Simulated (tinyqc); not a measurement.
Inside a calculation. Method: RHF in the sto-3g basis, for HF, spin multiplicity 1. Computed by tinyqc, a small Python program that keeps every step (integrals from PySCF). Settings: charge = 0, multiplicity = 1, basis = sto-3g, energy threshold = 1e-08, iteration cap = 85, orthogonalisation = canonical, start = atomic densities, DIIS depth = 0, damping = 0.2, method = RHF. Command: `OMP_NUM_THREADS=1 python tinyqc.py 27183 27184 out.jsonl` (the two numbers bound the seeds that draw the settings). One thread of a shared host (Intel(R) Xeon(R) Processor @ 2.60GHz), about 0.09 s of CPU time with the checks. Later iterations appear only in the table of the cycle.

## One-electron integrals

Geometry (angstrom):
```
atom       x       y       z
F     0.0000  0.0000  0.0000
H     0.0000  0.0000  0.8870
```

Basis sto-3g: exponents (1/bohr^2) and contraction coefficients of normalised primitives:
```
element  l (shell)  exponent  coefficient
F            s (1)  166.6791       0.1543
F            s (1)   30.3608       0.5353
F            s (1)    8.2168       0.4446
F            s (2)    6.4648      -0.1000
F            s (2)    1.5023       0.3995
F            s (2)    0.4886       0.7001
F            p (3)    6.4648       0.1559
F            p (3)    1.5023       0.6077
F            p (3)    0.4886       0.3920
H            s (1)    3.4253       0.1543
H            s (1)    0.6239       0.5353
H            s (1)    0.1689       0.4446
```

Overlap, kinetic and nuclear-attraction integrals over the contracted functions; the nuclear repulsion is the sum of Za Zb / Rab.

nuclear repulsion = 5.369329 hartree

overlap S, order 1F 1s, 1F 2s, 1F 2px, 1F 2py, 1F 2pz, 2H 1s:
```
[[1.0000, 0.2380, 0.0000, 0.0000, 0.0000, 0.0531],
 [0.2380, 1.0000, 0.0000, 0.0000, 0.0000, 0.4692],
 [0.0000, 0.0000, 1.0000, 0.0000, 0.0000, 0.0000],
 [0.0000, 0.0000, 0.0000, 1.0000, 0.0000, 0.0000],
 [0.0000, 0.0000, 0.0000, 0.0000, 1.0000, 0.3594],
 [0.0531, 0.4692, 0.0000, 0.0000, 0.3594, 1.0000]]
```

kinetic energy T (hartree), order 1F 1s, 1F 2s, 1F 2px, 1F 2py, 1F 2pz, 2H 1s:
```
[[36.9846, -0.2129, 0.0000, 0.0000, 0.0000, 0.0027],
 [-0.2129, 1.0380, 0.0000, 0.0000, 0.0000, 0.1454],
 [0.0000, 0.0000, 3.2480, 0.0000, 0.0000, 0.0000],
 [0.0000, 0.0000, 0.0000, 3.2480, 0.0000, 0.0000],
 [0.0000, 0.0000, 0.0000, 0.0000, 3.2480, 0.2991],
 [0.0027, 0.1454, 0.0000, 0.0000, 0.2991, 0.7600]]
```

nuclear attraction V (hartree), order 1F 1s, 1F 2s, 1F 2px, 1F 2py, 1F 2pz, 2H 1s:
```
[[-77.6062, -9.3188, 0.0000, 0.0000, -0.0161, -2.1463],
 [-9.3188, -12.1320, 0.0000, 0.0000, -0.1906, -4.4628],
 [0.0000, 0.0000, -11.9969, 0.0000, 0.0000, 0.0000],
 [0.0000, 0.0000, 0.0000, -11.9969, 0.0000, 0.0000],
 [-0.0161, -0.1906, 0.0000, 0.0000, -12.1236, -3.0501],
 [-2.1463, -4.4628, 0.0000, 0.0000, -3.0501, -6.3389]]
```

core Hamiltonian H = T + V (hartree), order 1F 1s, 1F 2s, 1F 2px, 1F 2py, 1F 2pz, 2H 1s:
```
[[-40.6216, -9.5316, 0.0000, 0.0000, -0.0161, -2.1437],
 [-9.5316, -11.0940, 0.0000, 0.0000, -0.1906, -4.3174],
 [0.0000, 0.0000, -8.7489, 0.0000, 0.0000, 0.0000],
 [0.0000, 0.0000, 0.0000, -8.7489, 0.0000, 0.0000],
 [-0.0161, -0.1906, 0.0000, 0.0000, -8.8755, -2.7510],
 [-2.1437, -4.3174, 0.0000, 0.0000, -2.7510, -5.5788]]
```

## Two-electron integrals

Functions are numbered as in S; the eight-fold symmetry (ij|kl) = (ji|kl) = (kl|ij) leaves the list below.

Two-electron integrals (ij|kl) in chemists' order, unique and non-zero (hartree):
```
(11|11) 5.4035   (21|11) 0.8419   (21|21) 0.1563   (22|11) 1.2680
(22|21) 0.2923   (22|22) 0.9262   (31|31) 0.0280   (32|31) 0.0432
(32|32) 0.2046   (33|11) 1.2645   (33|21) 0.2924   (33|22) 0.9260
(33|33) 0.9975   (41|41) 0.0280   (42|41) 0.0432   (42|42) 0.2046
(43|43) 0.0538   (44|11) 1.2645   (44|21) 0.2924   (44|22) 0.9260
(44|33) 0.8900   (44|44) 0.9975   (51|51) 0.0280   (52|51) 0.0432
(52|52) 0.2046   (53|53) 0.0538   (54|54) 0.0538   (55|11) 1.2645
(55|21) 0.2924   (55|22) 0.9260   (55|33) 0.8900   (55|44) 0.8900
(55|55) 0.9975   (61|11) 0.1913   (61|21) 0.0352   (61|22) 0.0652
(61|33) 0.0652   (61|44) 0.0652   (61|51) 0.0014   (61|52) 0.0027
(61|55) 0.0654   (61|61) 0.0080   (62|11) 0.4472   (62|21) 0.1043
(62|22) 0.3645   (62|33) 0.3594   (62|44) 0.3594   (62|51) 0.0070
(62|52) 0.0531   (62|55) 0.3743   (62|61) 0.0238   (62|62) 0.1712
(63|31) 0.0114   (63|32) 0.0656   (63|53) 0.0114   (63|63) 0.0264
(64|41) 0.0114   (64|42) 0.0656   (64|54) 0.0114   (64|64) 0.0264
(65|11) 0.2876   (65|21) 0.0680   (65|22) 0.2546   (65|33) 0.2434
(65|44) 0.2434   (65|51) 0.0154   (65|52) 0.1013   (65|55) 0.2767
(65|61) 0.0162   (65|62) 0.1465   (65|65) 0.1510   (66|11) 0.5672
(66|21) 0.1345   (66|22) 0.5386   (66|33) 0.5196   (66|44) 0.5196
(66|51) 0.0124   (66|52) 0.1279   (66|55) 0.5760   (66|61) 0.0309
(66|62) 0.3115   (66|65) 0.3097   (66|66) 0.7746
```

## Orthogonalisation

S = U s U^T; canonical form X = U s^(-1/2), so that X^T S X = 1. Each column of U has its largest component positive (the first on a tie).

eigenvalues of S: [0.3921, 0.8459, 1.0000, 1.0000, 1.1220, 1.6399]

X, order 1F 1s, 1F 2s, 1F 2px, 1F 2py, 1F 2pz, 2H 1s:
```
[[0.2749, 0.7721, 0.0000, 0.0000, -0.5904, 0.2139],
 [-0.9439, -0.4452, 0.0000, 0.0000, -0.3493, 0.4594],
 [0.0000, 0.0000, -0.3408, 0.9401, 0.0000, 0.0000],
 [0.0000, 0.0000, 0.9401, 0.3408, 0.0000, 0.0000],
 [-0.6405, 0.5724, 0.0000, 0.0000, 0.6142, 0.2909],
 [1.0833, -0.2454, 0.0000, 0.0000, 0.2086, 0.5180]]
```

Within a degenerate level the vectors are fixed only up to a rotation; this is one choice.

## Starting guess

The start is atomic minimal-basis densities projected into this basis (PySCF's MINAO start) and scaled to the electron count of each spin; this density is not idempotent, so its energy is not variational and may lie below the converged one.

D at the start, order 1F 1s, 1F 2s, 1F 2px, 1F 2py, 1F 2pz, 2H 1s:
```
[[2.1567, -0.5038, 0.0000, 0.0000, 0.0174, -0.0172],
 [-0.5038, 2.1312, 0.0000, 0.0000, -0.1008, 0.0364],
 [0.0000, 0.0000, 1.6371, 0.0000, 0.0000, 0.0000],
 [0.0000, 0.0000, 0.0000, 1.6371, 0.0000, 0.0000],
 [0.0174, -0.1008, 0.0000, 0.0000, 1.5011, 0.1610],
 [-0.0172, 0.0364, 0.0000, 0.0000, 0.1610, 1.0285]]
```

## Iteration 1: building the Fock matrix

J_ij = sum D_kl (ij|kl), K_ij = sum D_kl (ik|jl); F = H + J - 0.5 K; E = tr D H + tr D J / 2 - 0.25 tr D K + E_nn.

Coulomb J (hartree), order 1F 1s, 1F 2s, 1F 2px, 1F 2py, 1F 2pz, 2H 1s:
```
[[20.2484, 3.8443, 0.0000, 0.0000, 0.0104, 0.8656],
 [3.8443, 9.4961, 0.0000, 0.0000, 0.1282, 3.7435],
 [0.0000, 0.0000, 9.4687, 0.0000, 0.0000, 0.0000],
 [0.0000, 0.0000, 0.0000, 9.4687, 0.0000, 0.0000],
 [0.0104, 0.1282, 0.0000, 0.0000, 9.5238, 2.6642],
 [0.8656, 3.7435, 0.0000, 0.0000, 2.6642, 5.6945]]
```

exchange K (hartree), order 1F 1s, 1F 2s, 1F 2px, 1F 2py, 1F 2pz, 2H 1s:
```
[[11.2772, 1.9513, 0.0000, 0.0000, 0.0160, 0.4819],
 [1.9513, 3.2094, 0.0000, 0.0000, 0.1291, 1.4922],
 [0.0000, 0.0000, 2.2899, 0.0000, 0.0000, 0.0000],
 [0.0000, 0.0000, 0.0000, 2.2899, 0.0000, 0.0000],
 [0.0160, 0.1291, 0.0000, 0.0000, 2.3775, 0.9624],
 [0.4819, 1.4922, 0.0000, 0.0000, 0.9624, 1.5604]]
```

Fock matrix F (hartree), order 1F 1s, 1F 2s, 1F 2px, 1F 2py, 1F 2pz, 2H 1s:
```
[[-26.0117, -6.6630, 0.0000, 0.0000, -0.0137, -1.5190],
 [-6.6630, -3.2026, 0.0000, 0.0000, -0.1269, -1.3200],
 [0.0000, 0.0000, -0.4252, 0.0000, 0.0000, 0.0000],
 [0.0000, 0.0000, 0.0000, -0.4252, 0.0000, 0.0000],
 [-0.0137, -0.1269, 0.0000, 0.0000, -0.5405, -0.5680],
 [-1.5190, -1.3200, 0.0000, 0.0000, -0.5680, -0.6645]]
```

total energy of this density = -99.503850 hartree

This density is the starting one; it is not idempotent, so its energy is not variational and may lie below the converged one.

## Iteration 1: diagonalisation and new density

Diagonalise F' = X^T F X, C = X C', fill 5 alpha and 5 beta electrons from the bottom; D = 2 C_occ C_occ^T; the new density keeps 0.2 of the old one (damping). Each column has its largest component positive (the first on a tie).

F' = X^T F X (hartree):
```
[[0.0715, -2.0622, 0.0000, 0.0000, 1.5341, -0.4064],
 [-2.0622, -11.2794, 0.0000, 0.0000, 10.8696, -5.5991],
 [0.0000, 0.0000, -0.4252, 0.0000, 0.0000, 0.0000],
 [0.0000, 0.0000, 0.0000, -0.4252, 0.0000, 0.0000],
 [1.5341, 10.8696, 0.0000, 0.0000, -11.9519, 6.2061],
 [-0.4064, -5.5991, 0.0000, 0.0000, 6.2061, -4.5707]]
```

orbital energies (hartree): [-26.0219, -1.6334, -0.6416, -0.4252, -0.4252, 0.5664]

coefficients C, order 1F 1s, 1F 2s, 1F 2px, 1F 2py, 1F 2pz, 2H 1s:
```
[[0.9946, -0.2487, 0.0754, 0.0000, 0.0000, 0.0962],
 [0.0231, 0.9293, -0.3822, 0.0000, 0.0000, -0.6419],
 [0.0000, 0.0000, 0.0000, 0.8683, -0.4961, 0.0000],
 [0.0000, 0.0000, 0.0000, 0.4961, 0.8683, 0.0000],
 [0.0025, 0.1020, 0.7962, 0.0000, 0.0000, -0.7451],
 [-0.0054, 0.1612, 0.3794, 0.0000, 0.0000, 1.1729]]
```

D after iteration 1, order 1F 1s, 1F 2s, 1F 2px, 1F 2py, 1F 2pz, 2H 1s:
```
[[2.1221, -0.4799, 0.0000, 0.0000, 0.0630, -0.0305],
 [-0.4799, 2.0424, 0.0000, 0.0000, -0.3552, 0.0149],
 [0.0000, 0.0000, 1.9274, 0.0000, 0.0000, 0.0000],
 [0.0000, 0.0000, 0.0000, 1.9274, 0.0000, 0.0000],
 [0.0630, -0.3552, 0.0000, 0.0000, 1.3313, 0.5418],
 [-0.0305, 0.0149, 0.0000, 0.0000, 0.5418, 0.4776]]
```

Within a degenerate level the vectors are fixed only up to a rotation; this is one choice.

## Iteration 2: building the Fock matrix

As before.

Coulomb J (hartree), order 1F 1s, 1F 2s, 1F 2px, 1F 2py, 1F 2pz, 2H 1s:
```
[[20.3908, 3.8891, 0.0000, 0.0000, -0.0044, 0.8745],
 [3.8891, 9.6441, 0.0000, 0.0000, 0.0324, 3.7514],
 [0.0000, 0.0000, 9.6355, 0.0000, 0.0000, 0.0000],
 [0.0000, 0.0000, 0.0000, 9.6355, 0.0000, 0.0000],
 [-0.0044, 0.0324, 0.0000, 0.0000, 9.6347, 2.6167],
 [0.8745, 3.7514, 0.0000, 0.0000, 2.6167, 5.5683]]
```

exchange K (hartree), order 1F 1s, 1F 2s, 1F 2px, 1F 2py, 1F 2pz, 2H 1s:
```
[[11.1181, 1.9285, 0.0000, 0.0000, 0.0060, 0.4584],
 [1.9285, 3.1475, 0.0000, 0.0000, -0.0505, 1.3240],
 [0.0000, 0.0000, 2.5599, 0.0000, 0.0000, 0.0000],
 [0.0000, 0.0000, 0.0000, 2.5599, 0.0000, 0.0000],
 [0.0060, -0.0505, 0.0000, 0.0000, 2.3450, 0.9001],
 [0.4584, 1.3240, 0.0000, 0.0000, 0.9001, 1.2576]]
```

Fock matrix F (hartree), order 1F 1s, 1F 2s, 1F 2px, 1F 2py, 1F 2pz, 2H 1s:
```
[[-25.7898, -6.6068, 0.0000, 0.0000, -0.0235, -1.4984],
 [-6.6068, -3.0236, 0.0000, 0.0000, -0.1330, -1.2280],
 [0.0000, 0.0000, -0.3934, 0.0000, 0.0000, 0.0000],
 [0.0000, 0.0000, 0.0000, -0.3934, 0.0000, 0.0000],
 [-0.0235, -0.1330, 0.0000, 0.0000, -0.4134, -0.5843],
 [-1.4984, -1.2280, 0.0000, 0.0000, -0.5843, -0.6393]]
```

total energy of this density = -98.724833 hartree

This density is a damped mixture and is not idempotent, and it still holds part of the atomic start, so its energy may lie below the converged one.

## Iteration 2: diagonalisation and new density

As before.

F' = X^T F X (hartree):
```
[[0.1432, -2.0560, 0.0000, 0.0000, 1.4619, -0.4719],
 [-2.0560, -11.0958, 0.0000, 0.0000, 10.8470, -5.5989],
 [0.0000, 0.0000, -0.3934, 0.0000, 0.0000, 0.0000],
 [0.0000, 0.0000, 0.0000, -0.3934, 0.0000, 0.0000],
 [1.4619, 10.8470, 0.0000, 0.0000, -11.7934, 6.1353],
 [-0.4719, -5.5989, 0.0000, 0.0000, 6.1353, -4.4536]]
```

orbital energies (hartree): [-25.8000, -1.4653, -0.5725, -0.3934, -0.3934, 0.6383]

coefficients C, order 1F 1s, 1F 2s, 1F 2px, 1F 2py, 1F 2pz, 2H 1s:
```
[[0.9946, -0.2453, 0.0902, 0.0000, 0.0000, 0.0922],
 [0.0233, 0.9116, -0.4594, 0.0000, 0.0000, -0.6160],
 [0.0000, 0.0000, 0.0000, 0.0114, 0.9999, 0.0000],
 [0.0000, 0.0000, 0.0000, 0.9999, -0.0114, 0.0000],
 [0.0031, 0.1198, 0.7326, 0.0000, 0.0000, -0.8053],
 [-0.0061, 0.1829, 0.4638, 0.0000, 0.0000, 1.1388]]
```

D after iteration 2, order 1F 1s, 1F 2s, 1F 2px, 1F 2py, 1F 2pz, 2H 1s:
```
[[2.1164, -0.4830, 0.0000, 0.0000, 0.0763, -0.0206],
 [-0.4830, 2.0767, 0.0000, 0.0000, -0.4347, -0.0715],
 [0.0000, 0.0000, 1.9855, 0.0000, 0.0000, 0.0000],
 [0.0000, 0.0000, 0.0000, 1.9855, 0.0000, 0.0000],
 [0.0763, -0.4347, 0.0000, 0.0000, 1.1479, 0.6871],
 [-0.0206, -0.0715, 0.0000, 0.0000, 0.6871, 0.4933]]
```

Within a degenerate level the vectors are fixed only up to a rotation; this is one choice.

## Iteration 3: building the Fock matrix

As before.

Coulomb J (hartree), order 1F 1s, 1F 2s, 1F 2px, 1F 2py, 1F 2pz, 2H 1s:
```
[[20.3321, 3.8782, 0.0000, 0.0000, -0.0070, 0.8718],
 [3.8782, 9.6253, 0.0000, 0.0000, 0.0234, 3.7440],
 [0.0000, 0.0000, 9.6227, 0.0000, 0.0000, 0.0000],
 [0.0000, 0.0000, 0.0000, 9.6227, 0.0000, 0.0000],
 [-0.0070, 0.0234, 0.0000, 0.0000, 9.6040, 2.6090],
 [0.8718, 3.7440, 0.0000, 0.0000, 2.6090, 5.5664]]
```

exchange K (hartree), order 1F 1s, 1F 2s, 1F 2px, 1F 2py, 1F 2pz, 2H 1s:
```
[[11.0836, 1.9182, 0.0000, 0.0000, 0.0053, 0.4524],
 [1.9182, 3.1200, 0.0000, 0.0000, -0.0903, 1.2863],
 [0.0000, 0.0000, 2.6103, 0.0000, 0.0000, 0.0000],
 [0.0000, 0.0000, 0.0000, 2.6103, 0.0000, 0.0000],
 [0.0053, -0.0903, 0.0000, 0.0000, 2.2406, 0.9028],
 [0.4524, 1.2863, 0.0000, 0.0000, 0.9028, 1.2648]]
```

Fock matrix F (hartree), order 1F 1s, 1F 2s, 1F 2px, 1F 2py, 1F 2pz, 2H 1s:
```
[[-25.8312, -6.6126, 0.0000, 0.0000, -0.0258, -1.4980],
 [-6.6126, -3.0287, 0.0000, 0.0000, -0.1221, -1.2166],
 [0.0000, 0.0000, -0.4313, 0.0000, 0.0000, 0.0000],
 [0.0000, 0.0000, 0.0000, -0.4313, 0.0000, 0.0000],
 [-0.0258, -0.1221, 0.0000, 0.0000, -0.3919, -0.5934],
 [-1.4980, -1.2166, 0.0000, 0.0000, -0.5934, -0.6448]]
```

total energy of this density = -98.593535 hartree

This density is a damped mixture and is not idempotent, and it still holds part of the atomic start, so its energy may lie below the converged one.

## Iteration 3: diagonalisation and new density

As before.

F' = X^T F X (hartree):
```
[[0.1445, -2.0801, 0.0000, 0.0000, 1.4379, -0.4845],
 [-2.0801, -11.1135, 0.0000, 0.0000, 10.8678, -5.6070],
 [0.0000, 0.0000, -0.4313, 0.0000, 0.0000, 0.0000],
 [0.0000, 0.0000, 0.0000, -0.4313, 0.0000, 0.0000],
 [1.4379, 10.8678, 0.0000, 0.0000, -11.8101, 6.1441],
 [-0.4845, -5.6070, 0.0000, 0.0000, 6.1441, -4.4520]]
```

orbital energies (hartree): [-25.8413, -1.4636, -0.5823, -0.4313, -0.4313, 0.6561]

coefficients C, order 1F 1s, 1F 2s, 1F 2px, 1F 2py, 1F 2pz, 2H 1s:
```
[[0.9946, -0.2464, 0.0889, 0.0000, 0.0000, 0.0900],
 [0.0231, 0.9183, -0.4617, 0.0000, 0.0000, -0.6043],
 [0.0000, 0.0000, 0.0000, 0.9999, -0.0104, 0.0000],
 [0.0000, 0.0000, 0.0000, 0.0104, 0.9999, 0.0000],
 [0.0032, 0.1098, 0.7138, 0.0000, 0.0000, -0.8234],
 [-0.0062, 0.1758, 0.4947, 0.0000, 0.0000, 1.1269]]
```

D after iteration 3, order 1F 1s, 1F 2s, 1F 2px, 1F 2py, 1F 2pz, 2H 1s:
```
[[2.1159, -0.4875, 0.0000, 0.0000, 0.0787, -0.0129],
 [-0.4875, 2.1065, 0.0000, 0.0000, -0.4529, -0.1217],
 [0.0000, 0.0000, 1.9971, 0.0000, 0.0000, 0.0000],
 [0.0000, 0.0000, 0.0000, 1.9971, 0.0000, 0.0000],
 [0.0787, -0.4529, 0.0000, 0.0000, 1.0642, 0.7333],
 [-0.0129, -0.1217, 0.0000, 0.0000, 0.7333, 0.5398]]
```

Within a degenerate level the vectors are fixed only up to a rotation; this is one choice.

## Iteration 13 (converged): orbitals

converged F (hartree), order 1F 1s, 1F 2s, 1F 2px, 1F 2py, 1F 2pz, 2H 1s:
```
[[-25.8875, -6.6229, 0.0000, 0.0000, -0.0256, -1.4999],
 [-6.6229, -3.0531, 0.0000, 0.0000, -0.1133, -1.2158],
 [0.0000, 0.0000, -0.4653, 0.0000, 0.0000, 0.0000],
 [0.0000, 0.0000, 0.0000, -0.4653, 0.0000, 0.0000],
 [-0.0256, -0.1133, 0.0000, 0.0000, -0.3859, -0.5970],
 [-1.4999, -1.2158, 0.0000, 0.0000, -0.5970, -0.6489]]
```

Diagonalise F' = X^T F X, C = X C', fill 5 alpha and 5 beta electrons from the bottom; D = 2 C_occ C_occ^T. Each column has its largest component positive (the first on a tie).

F' = X^T F X (hartree):
```
[[0.1343, -2.1014, 0.0000, 0.0000, 1.4266, -0.4855],
 [-2.1014, -11.1456, 0.0000, 0.0000, 10.8874, -5.6130],
 [0.0000, 0.0000, -0.4653, 0.0000, 0.0000, 0.0000],
 [0.0000, 0.0000, 0.0000, -0.4653, 0.0000, 0.0000],
 [1.4266, 10.8874, 0.0000, 0.0000, -11.8394, 6.1600],
 [-0.4855, -5.6130, 0.0000, 0.0000, 6.1600, -4.4611]]
```

orbital energies (hartree): [-25.8974, -1.4813, -0.5939, -0.4653, -0.4653, 0.6610]

coefficients C, order 1F 1s, 1F 2s, 1F 2px, 1F 2py, 1F 2pz, 2H 1s:
```
[[0.9947, -0.2480, 0.0858, 0.0000, 0.0000, 0.0883],
 [0.0230, 0.9275, -0.4533, 0.0000, 0.0000, -0.5966],
 [0.0000, 0.0000, 0.0000, -0.3764, 0.9265, 0.0000],
 [0.0000, 0.0000, 0.0000, 0.9265, 0.3764, 0.0000],
 [0.0032, 0.0999, 0.7058, 0.0000, 0.0000, -0.8315],
 [-0.0062, 0.1646, 0.5109, 0.0000, 0.0000, 1.1214]]
```

D after iteration 13, order 1F 1s, 1F 2s, 1F 2px, 1F 2py, 1F 2pz, 2H 1s:
```
[[2.1164, -0.4920, 0.0000, 0.0000, 0.0780, -0.0062],
 [-0.4920, 2.1323, 0.0000, 0.0000, -0.4545, -0.1581],
 [0.0000, 0.0000, 2.0000, 0.0000, 0.0000, 0.0000],
 [0.0000, 0.0000, 0.0000, 2.0000, 0.0000, 0.0000],
 [0.0780, -0.4545, 0.0000, 0.0000, 1.0164, 0.7540],
 [-0.0062, -0.1581, 0.0000, 0.0000, 0.7540, 0.5762]]
```

Within a degenerate level the vectors are fixed only up to a rotation; this is one choice.

## Convergence

Stop when the energy changes by less than 1e-08 hartree and every element of the error matrix X^T (F D S - S D F) X is below 3e-05.

Course of the cycle:
```
iteration  E (hartree)    change  largest element of the error matrix
1           -99.503850         -                             1.12e+00
2           -98.724833  7.79e-01                             2.57e-01
3           -98.593535  1.31e-01                             9.72e-02
4           -98.570933  2.26e-02                             3.36e-02
5           -98.566840  4.09e-03                             1.12e-02
6           -98.566070  7.70e-04                             3.99e-03
7           -98.565922  1.48e-04                             1.64e-03
8           -98.565893  2.88e-05                             6.54e-04
9           -98.565887  5.66e-06                             2.57e-04
10          -98.565886  1.12e-06                             9.99e-05
11          -98.565886  2.21e-07                             3.86e-05
12          -98.565886  4.40e-08                             1.49e-05
13          -98.565886  8.75e-09                             5.74e-06
```

PySCF RHF in the same basis = -98.565886 hartree

Converged in 13 iterations.

## Populations, bond orders and dipole

Mulliken: Z minus the diagonal of D S on the atom; Loewdin: the same with S^(1/2) D S^(1/2); Mayer order: 2 sum_s sum (D(s) S)_ij (D(s) S)_ji over the two atoms.

Charges (e):
```
atom  Mulliken  Loewdin
1F     -0.2273  -0.1613
2H      0.2273   0.1613
```

Mayer bond orders:
```
pair   order
2-1   0.9483
```

dipole moment about the origin, x y z (debye): [0.0000, 0.0000, 1.3179]
